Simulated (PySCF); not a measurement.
PySCF input (M06-2X/pcseg-1):

```python
import numpy as np, basis_set_exchange as bse
from pyscf import gto, scf, dft, df

basis = {'C': gto.basis.parse(bse.get_basis('pcseg-1', elements=['C'], fmt='nwchem')), 'H': gto.basis.parse(bse.get_basis('pcseg-1', elements=['H'], fmt='nwchem')), 'N': gto.basis.parse(bse.get_basis('pcseg-1', elements=['N'], fmt='nwchem')), 'O': gto.basis.parse(bse.get_basis('pcseg-1', elements=['O'], fmt='nwchem'))}
mol = gto.M(
    atom='''
    O     0.40729498    1.27979630    0.29460394
    C     0.08163148    0.13868104    0.03256419
    N     0.99861611   -0.84680311   -0.18123877
    C    -1.37105389   -0.27916763   -0.07797619
    H     0.73494507   -1.78997243   -0.39805759
    H    -1.84573602    0.32224419   -0.85323023
    H    -1.50787858   -1.33524955   -0.31016180
    H    -1.86875914   -0.05203685    0.86465332
    H     1.97529047   -0.61281436   -0.11889194
    ''',
    basis=basis,
    charge=0,
    verbose=4,
    max_memory=8640,
)
mf = dft.RKS(mol, xc='m062x')
mf.grids.level = 4
mf = mf.density_fit(auxbasis=df.autoaux(mol))
mf.conv_tol = 1e-9
mf.max_cycle = 100
print('smallest overlap eigenvalue', np.linalg.eigvalsh(mol.intor('int1e_ovlp'))[0])
mf.kernel()
dip = mf.dip_moment()
```

Output:

```
PySCF version 2.14.0

[INPUT] verbose = 4
[INPUT] num. atoms = 9
[INPUT] num. electrons = 32
[INPUT] charge = 0
[INPUT] spin (= nelec alpha-beta = 2S) = 0
[INPUT] symmetry False subgroup None
[INPUT] Mole.unit = angstrom
[INPUT] Symbol           X                Y                Z      unit          X                Y                Z       unit  Magmom
[INPUT]  1 O      0.407294980000   1.279796300000   0.294603940000 AA    0.769675964110   2.418464502232   0.556720761818 Bohr   0.0
[INPUT]  2 C      0.081631480000   0.138681040000   0.032564190000 AA    0.154261140343   0.262069184270   0.061537400568 Bohr   0.0
[INPUT]  3 N      0.998616110000  -0.846803110000  -0.181238770000 AA    1.887110951479  -1.600225959330  -0.342491638453 Bohr   0.0
[INPUT]  4 C     -1.371053890000  -0.279167630000  -0.077976190000 AA   -2.590916354120  -0.527550363544  -0.147353643337 Bohr   0.0
[INPUT]  5 H      0.734945070000  -1.789972430000  -0.398057590000 AA    1.388844898899  -3.382557663222  -0.752219826904 Bohr   0.0
[INPUT]  6 H     -1.845736020000   0.322244190000  -0.853230230000 AA   -3.487935576045   0.608953264332  -1.612371455900 Bohr   0.0
[INPUT]  7 H     -1.507878580000  -1.335249550000  -0.310161800000 AA   -2.849477545298  -2.523255957449  -0.586120856302 Bohr   0.0
[INPUT]  8 H     -1.868759140000  -0.052036850000   0.864653320000 AA   -3.531442967378  -0.098335394885   1.633957967496 Bohr   0.0
[INPUT]  9 H      1.975290470000  -0.612814360000  -0.118891940000 AA    3.732758004763  -1.158051305601  -0.224673205018 Bohr   0.0

nuclear repulsion = 121.821104552868
number of shells = 39
number of NR pGTOs = 135
number of NR cGTOs = 81
basis = {'C': [[0, [1243.2, 0.00603366], [187.145, 0.0449576], [42.5126, 0.197901], [11.7393, 0.5], [3.50548, 0.480364]], [0, [5.39089, -0.070398], [0.493341, 0.5]], [0, [0.149741, 1.0]], [1, [9.18056, 0.0431701], [1.93658, 0.224999], [0.526296, 0.5]], [1, [0.136319, 1.0]], [2, [0.8, 1.0]]], 'H': [[0, [12.2518, 0.0233371], [1.86871, 0.15915], [0.418208, 0.5]], [0, [0.1061, 1.0]], [1, [1.0, 1.0]]], 'N': [[0, [1726.32, 0.00593077], [259.827, 0.0442539], [59.0335, 0.196096], [16.3509, 0.5], [4.91084, 0.482987]], [0, [7.75894, -0.0703356], [0.705573, 0.5]], [0, [0.209286, 1.0]], [1, [13.1844, 0.0440747], [2.8186, 0.230478], [0.765571, 0.5]], [1, [0.195949, 1.0]], [2, [0.9, 1.0]]], 'O': [[0, [2288.64, 0.00585468], [344.416, 0.0437333], [78.2538, 0.194796], [21.7195, 0.5], [6.55907, 0.484614]], [0, [10.4656, -0.0713343], [0.964351, 0.5]], [0, [0.285127, 1.0]], [1, [17.059, 0.0474439], [3.68999, 0.242689], [0.992996, 0.5]], [1, [0.244924, 1.0]], [2, [1.0, 1.0]]]}
ecp = {}
ETB for O: l = 0, exps = 0.489848 * 1.8^n , n = 0..13
ETB for O: l = 1, exps = 0.489848 * 1.8^n , n = 0..10
ETB for O: l = 2, exps = 0.489848 * 1.8^n , n = 0..9
ETB for O: l = 3, exps = 1.244924 * 2.2^n , n = 0..1
ETB for N: l = 0, exps = 0.391898 * 1.8^n , n = 0..13
ETB for N: l = 1, exps = 0.391898 * 1.8^n , n = 0..10
ETB for N: l = 2, exps = 0.391898 * 1.8^n , n = 0..9
ETB for N: l = 3, exps = 1.095949 * 2.2^n , n = 0..1
ETB for C: l = 0, exps = 0.272638 * 1.8^n , n = 0..13
ETB for C: l = 1, exps = 0.272638 * 1.8^n , n = 0..10
ETB for C: l = 2, exps = 0.272638 * 1.8^n , n = 0..9
ETB for C: l = 3, exps = 0.936319 * 2.2^n , n = 0..1
ETB for H: l = 0, exps = 0.2122 * 1.8^n , n = 0..9
ETB for H: l = 1, exps = 1.1061 * 2^n , n = 0..1
ETB for H: l = 2, exps = 2.0 * 2.2^n , n = 0..0
smallest overlap eigenvalue 0.0054234282500734326

******** <class 'pyscf.df.df_jk.DFRKS'> ********
method = DFRKS
initial guess = minao
damping factor = 0
level_shift factor = 0
DIIS = <class 'pyscf.scf.diis.CDIIS'>
diis_start_cycle = 1
diis_space = 8
diis_damp = 0
SCF conv_tol = 1e-09
SCF conv_tol_grad = None
SCF max_cycles = 100
direct_scf = False
XC library pyscf.dft.libxc version 7.1.2
    S. Lehtola, C. Steigemann, M. J. T. Oliveira, and M. A. L. Marques,  SoftwareX 7, 1–5 (2018)
XC functionals = m062x
    Y. Zhao and D. G. Truhlar,  Theor. Chem. Acc. 120, 215 (2008)
    Y. Zhao and D. G. Truhlar,  Theor. Chem. Acc. 120, 215 (2008)
radial grids:
    Treutler-Ahlrichs [JCP 102, 346 (1995); DOI:10.1063/1.469408] (M4) radial grids

becke partition: Becke, JCP 88, 2547 (1988); DOI:10.1063/1.454033
pruning grids: <function nwchem_prune>
grids dens level: 4
symmetrized grids: False
atomic radii adjust function: <function treutler_atomic_radii_adjust>
small_rho_cutoff = 0
Set gradient conv threshold to 3.16228e-05
Initial guess from minao.
tot grids = 191896
******** <class 'pyscf.df.df.DF'> ********
auxbasis = {'O': [[0, [np.float64(1020.0087693519293), 1]], [0, [np.float64(566.6715385288497), 1]], [0, [np.float64(314.8175214049164), 1]], [0, [np.float64(174.89862300273137), 1]], [0, [np.float64(97.16590166818409), 1]], [0, [np.float64(53.98105648232449), 1]], [0, [np.float64(29.989475823513605), 1]], [0, [np.float64(16.660819901952003), 1]], [0, [np.float64(9.256011056640002), 1]], [0, [np.float64(5.1422283648), 1]], [0, [np.float64(2.8567935360000005), 1]], [0, [np.float64(1.5871075200000002), 1]], [0, [np.float64(0.8817264), 1]], [0, [np.float64(0.489848), 1]], [1, [np.float64(174.89862300273137), 1]], [1, [np.float64(97.16590166818409), 1]], [1, [np.float64(53.98105648232449), 1]], [1, [np.float64(29.989475823513605), 1]], [1, [np.float64(16.660819901952003), 1]], [1, [np.float64(9.256011056640002), 1]], [1, [np.float64(5.1422283648), 1]], [1, [np.float64(2.8567935360000005), 1]], [1, [np.float64(1.5871075200000002), 1]], [1, [np.float64(0.8817264), 1]], [1, [np.float64(0.489848), 1]], [2, [np.float64(97.16590166818409), 1]], [2, [np.float64(53.98105648232449), 1]], [2, [np.float64(29.989475823513605), 1]], [2, [np.float64(16.660819901952003), 1]], [2, [np.float64(9.256011056640002), 1]], [2, [np.float64(5.1422283648), 1]], [2, [np.float64(2.8567935360000005), 1]], [2, [np.float64(1.5871075200000002), 1]], [2, [np.float64(0.8817264), 1]], [2, [np.float64(0.489848), 1]], [3, [np.float64(2.7388328), 1]], [3, [np.float64(1.244924), 1]]], 'N': [[0, [np.float64(816.0478284926802), 1]], [0, [np.float64(453.35990471815575), 1]], [0, [np.float64(251.86661373230868), 1]], [0, [np.float64(139.92589651794927), 1]], [0, [np.float64(77.73660917663848), 1]], [0, [np.float64(43.187005098132495), 1]], [0, [np.float64(23.992780610073606), 1]], [0, [np.float64(13.329322561152003), 1]], [0, [np.float64(7.405179200640001), 1]], [0, [np.float64(4.1139884448), 1]], [0, [np.float64(2.2855491360000006), 1]], [0, [np.float64(1.2697495200000002), 1]], [0, [np.float64(0.7054164), 1]], [0, [np.float64(0.391898), 1]], [1, [np.float64(139.92589651794927), 1]], [1, [np.float64(77.73660917663848), 1]], [1, [np.float64(43.187005098132495), 1]], [1, [np.float64(23.992780610073606), 1]], [1, [np.float64(13.329322561152003), 1]], [1, [np.float64(7.405179200640001), 1]], [1, [np.float64(4.1139884448), 1]], [1, [np.float64(2.2855491360000006), 1]], [1, [np.float64(1.2697495200000002), 1]], [1, [np.float64(0.7054164), 1]], [1, [np.float64(0.391898), 1]], [2, [np.float64(77.73660917663848), 1]], [2, [np.float64(43.187005098132495), 1]], [2, [np.float64(23.992780610073606), 1]], [2, [np.float64(13.329322561152003), 1]], [2, [np.float64(7.405179200640001), 1]], [2, [np.float64(4.1139884448), 1]], [2, [np.float64(2.2855491360000006), 1]], [2, [np.float64(1.2697495200000002), 1]], [2, [np.float64(0.7054164), 1]], [2, [np.float64(0.391898), 1]], [3, [np.float64(2.4110878000000002), 1]], [3, [np.float64(1.095949), 1]]], 'C': [[0, [np.float64(567.7131495046857), 1]], [0, [np.float64(315.3961941692699), 1]], [0, [np.float64(175.22010787181657), 1]], [0, [np.float64(97.34450437323143), 1]], [0, [np.float64(54.080280207350796), 1]], [0, [np.float64(30.044600115194886), 1]], [0, [np.float64(16.691444508441602), 1]], [0, [np.float64(9.273024726912), 1]], [0, [np.float64(5.15168040384), 1]], [0, [np.float64(2.8620446688), 1]], [0, [np.float64(1.5900248160000001), 1]], [0, [np.float64(0.88334712), 1]], [0, [np.float64(0.4907484), 1]], [0, [np.float64(0.272638), 1]], [1, [np.float64(97.34450437323143), 1]], [1, [np.float64(54.080280207350796), 1]], [1, [np.float64(30.044600115194886), 1]], [1, [np.float64(16.691444508441602), 1]], [1, [np.float64(9.273024726912), 1]], [1, [np.float64(5.15168040384), 1]], [1, [np.float64(2.8620446688), 1]], [1, [np.float64(1.5900248160000001), 1]], [1, [np.float64(0.88334712), 1]], [1, [np.float64(0.4907484), 1]], [1, [np.float64(0.272638), 1]], [2, [np.float64(54.080280207350796), 1]], [2, [np.float64(30.044600115194886), 1]], [2, [np.float64(16.691444508441602), 1]], [2, [np.float64(9.273024726912), 1]], [2, [np.float64(5.15168040384), 1]], [2, [np.float64(2.8620446688), 1]], [2, [np.float64(1.5900248160000001), 1]], [2, [np.float64(0.88334712), 1]], [2, [np.float64(0.4907484), 1]], [2, [np.float64(0.272638), 1]], [3, [np.float64(2.0599018), 1]], [3, [np.float64(0.936319), 1]]], 'H': [[0, [np.float64(42.09184141608961), 1]], [0, [np.float64(23.384356342272007), 1]], [0, [np.float64(12.991309079040002), 1]], [0, [np.float64(7.2173939328), 1]], [0, [np.float64(4.009663296), 1]], [0, [np.float64(2.2275907200000002), 1]], [0, [np.float64(1.2375504000000002), 1]], [0, [np.float64(0.687528), 1]], [0, [np.float64(0.38196), 1]], [0, [np.float64(0.2122), 1]], [1, [np.float64(2.2122), 1]], [1, [np.float64(1.1061), 1]], [2, [np.float64(2.0), 1]]]}
init E= -209.643598249928
  HOMO = -0.326035005893453  LUMO = -0.00875956595570226  gap/eV = 8.63350
cycle= 1 E= -208.95999239193  delta_E= 0.684  |g|= 0.753  |ddm|= 2.76
  HOMO = -0.173354247537941  LUMO = 0.0372570917348223  gap/eV = 5.73103
cycle= 2 E= -208.783026744378  delta_E= 0.177  |g|= 1.26  |ddm|= 1.83
  HOMO = -0.31944642474669  LUMO = 0.061877083582969  gap/eV = 10.37634
cycle= 3 E= -209.08313665737  delta_E= -0.3  |g|= 0.0798  |ddm|= 1.17
  HOMO = -0.32630436887364  LUMO = 0.0599845142805457  gap/eV = 10.51146
cycle= 4 E= -209.084285880789  delta_E= -0.00115  |g|= 0.0439  |ddm|= 0.0863
  HOMO = -0.327418961769077  LUMO = 0.0630822068019072  gap/eV = 10.62608
cycle= 5 E= -209.084690264995  delta_E= -0.000404  |g|= 0.00805  |ddm|= 0.0359
  HOMO = -0.327260775755201  LUMO = 0.0631544166030795  gap/eV = 10.62374
cycle= 6 E= -209.084706566402  delta_E= -1.63e-05  |g|= 0.00376  |ddm|= 0.0108
  HOMO = -0.327997491392856  LUMO = 0.0632003986562935  gap/eV = 10.64504
cycle= 7 E= -209.084710496369  delta_E= -3.93e-06  |g|= 0.000969  |ddm|= 0.00547
  HOMO = -0.328174917469462  LUMO = 0.0632611123541351  gap/eV = 10.65152
cycle= 8 E= -209.08471083679  delta_E= -3.4e-07  |g|= 0.000171  |ddm|= 0.00241
  HOMO = -0.32815812147678  LUMO = 0.0632639339860246  gap/eV = 10.65114
cycle= 9 E= -209.084710845234  delta_E= -8.44e-09  |g|= 7.16e-05  |ddm|= 0.000285
  HOMO = -0.328175248596515  LUMO = 0.0632644326749596  gap/eV = 10.65162
cycle= 10 E= -209.084710846527  delta_E= -1.29e-09  |g|= 1.01e-05  |ddm|= 9.12e-05
  HOMO = -0.328176432065469  LUMO = 0.0632652028508578  gap/eV = 10.65167
cycle= 11 E= -209.084710846555  delta_E= -2.86e-11  |g|= 2.04e-06  |ddm|= 1.82e-05
  HOMO = -0.328176155447784  LUMO = 0.0632652244702312  gap/eV = 10.65166
Extra cycle  E= -209.084710846557  delta_E= -2.16e-12  |g|= 2.24e-06  |ddm|= 4.34e-06
converged SCF energy = -209.084710846557
Dipole moment(X, Y, Z, Debye): -0.36584, -3.83170, -0.87655
```
